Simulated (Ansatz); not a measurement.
Rutile SnO2, treated with BLYP (Ansatz, an electronic-structure program, plane waves, PAW).

Run with plane-wave cutoff 520 eV, 8×8×10 k mesh (along the axes of the cell as run), Fermi–Dirac smearing 0.01 eV, scalar-relativistic PAW data made under PBE.

Response to compression and expansion:

Shape and atoms are relaxed at each volume.

```tsv
V (Å³/atom)	P (GPa)	direct gap at Γ (eV)	c (Å)	a (Å)
12.440	6.92	0.789	3.242	4.798
12.699	3.23	0.587	3.254	4.839
12.958	0.00	0.404	3.265	4.880
13.217	-2.81	0.239	3.275	4.921
13.476	-5.25	0.095	3.283	4.963
```

A straight line through the gaps at Γ against ln V gives a volume deformation potential dE_g(Γ)/d ln V of -8.7 eV: the gap at Γ widens under compression.

Measured, for comparison: band gap 3.81 eV (zero-point renormalisation of 215 meV (computed, non-adiabatic AHC, without the lattice-expansion part) added back here to the 1.8 K gap of; inputs from Miglio et al. (2020), arXiv:2011.12765).

Note: the bulk modulus comes from volumes at which shape and atoms were relaxed.

Spin–orbit coupling is not included.
